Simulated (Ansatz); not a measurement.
Run this with the Ansatz DFT code, driven from Python and show what comes out.

Script `conformers.py`:
```python
'''Rank force-field conformers of C5H4F(+) by single points.'''

import ansatz as az
from rdkit import Chem
from rdkit.Chem import AllChem

rd = Chem.AddHs(Chem.MolFromSmiles('C=Cc1[cH+]c1F'))
ids = list(AllChem.EmbedMultipleConfs(rd, numConfs=20, randomSeed=950, pruneRmsThresh=0.4))
field = [energy for _, energy in AllChem.MMFFOptimizeMoleculeConfs(rd)]
distinct = {round(e, 2): i for i, e in zip(ids, field)}
chosen = sorted(distinct.items())[:4]
found = []
for force_field, index in chosen:
    geometry = az.Crystal.molecule()
    for atom, xyz in zip(rd.GetAtoms(), rd.GetConformer(index).GetPositions()):
        geometry = geometry.atom(atom.GetSymbol(), xyz.round(5).tolist())
    setup = (
        geometry.calculation()
        .basis(gaussian='def2-SVP')
        .functional('r2scan')
        .charge(1)
    )
    found.append(setup.run(threads=1).report['free_energy_ev'])
print('conformer   MMFF (kcal/mol)   this level (kcal/mol)')
for (force_field, index), e in zip(chosen, found):
    print(f'{index:9d} {force_field - chosen[0][0]:17.2f} {23.060548 * (e - min(found)):17.3f}')
```

```console
$ python conformers.py
conformer   MMFF (kcal/mol)   this level (kcal/mol)
        1              0.00             0.000
        0              0.50             4.381
```

The conformers keep their force-field geometries. Finished in 12 s on 1 thread of Arm Neoverse V2 (shared host), peak memory 0.27 GiB.
